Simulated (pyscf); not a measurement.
Optimised with ωB97X-D3(BJ)/def2-SVP in PySCF. MP2 and CC: frozen core, UHF for open shells. ΔMP2 is the change of the MP2 total energy from the triple- to the quadruple-zeta basis.

### Question
Estimate by transition-state theory (the high-pressure limit) the rate constant of F–SiH(F)–SiH₃ (SMILES F[SiH](F)[SiH3]) → F–SiH₃ (SMILES F[SiH3]) + F–SiH: (SMILES F[SiH]) [singlet] (singlet surface; Si–Si, F–Si broken, F–Si formed) at 900 K, with CCSD(T)/def2-TZVPP + ΔMP2(QZVPP) energies (ideal gas, 1 atm, RRHO with modes under 100 cm⁻¹ raised to 100, one conformer, R ln 2 for chiral ones without a mode under 150 cm⁻¹; no tunnelling).

### Answer
The electronic barrier is 55.5 kcal/mol and the thermal terms add +1.4, so ΔG‡ = 57.0 kcal/mol. With k_BT/h = 1.88e+13 s⁻¹ and RT = 1.788 kcal/mol, k = 2.7e-01 s⁻¹, a half-life of 2.5e+00 s through this channel alone. Wigner's tunnelling factor for 264i cm⁻¹ would be 1.01. A shift of 1 kcal/mol in the barrier changes k by a factor 1.7. On the product side the descent ends in an adduct with a F–Si contact (not fully relaxed), 7.1 kcal/mol under the separated species and 6.4 kcal/mol under the saddle at ωB97X-D3(BJ)/def2-TZVP. What is counted as broken (F–Si) persists as a longer contact in the product adduct; parting that adduct is a step of its own. One saddle was located; it need not be the lowest between these sides. The CCSD(T) − MP2 part came from Ansatz, without density fitting, on the same reference.
